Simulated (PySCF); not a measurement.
# Adding and removing an electron: AlO

PBE0; basis Al def2-TZVPPD, O def2-TZVPPD; no relativity; PySCF 2.14. Neutral (UKS): doublet (σ ↑), Re = 1.619 Å, ωe = 967 cm⁻¹, De = 5.06 eV, HOMO -7.83 eV, LUMO -4.36 eV.

AlO⁺ (UKS): triplet (σ ↑, π ↑), Re = 1.733 Å, ωe = 765 cm⁻¹, De = 1.42 eV to Al⁺ + O. The energies at the minima are -317.45419 hartree for AlO and -317.09677 for AlO⁺.

(1) Work out the adiabatic ionisation energy, without and with harmonic zero-point energies (1 hartree = 27.2114 eV, 1 eV = 8065.5 cm⁻¹), and the change of the bond length.

AlO⁻ (UKS): singlet (closed shell), Re = 1.636 Å, ωe = 984 cm⁻¹, De = 6.13 eV to Al + O⁻. The energies at the minima are -317.45419 hartree for AlO and -317.54434 for AlO⁻.

(2) Work out the adiabatic electron affinity, without and with harmonic zero-point energies (1 hartree = 27.2114 eV, 1 eV = 8065.5 cm⁻¹), and the change of the bond length.

For an ion De counts to the pair picked by the measured ionisation energies or electron affinities, which need not be the lowest pair at this level. States were picked by a PBE0 search and need not be the measured ground states.

Results:

(1) At PBE0: 0.35742 hartree = 9.726 eV between the minima; the zero-point term (765.0 − 967.0)/2 cm⁻¹ = -0.013 eV makes it 9.713 eV. Re changes by +11.4 pm against the neutral. The electron leaves a π orbital; in so polar a molecule the change of length follows mostly from the change of the ionic charges.

(2) At PBE0: 0.09015 hartree = 2.453 eV between the minima; the zero-point term (967.0 − 984.0)/2 cm⁻¹ = -0.001 eV makes it 2.452 eV. Re changes by +1.7 pm against the neutral. The electron enters a σ orbital; the charge polarises the partner, so the anion is bound more strongly.
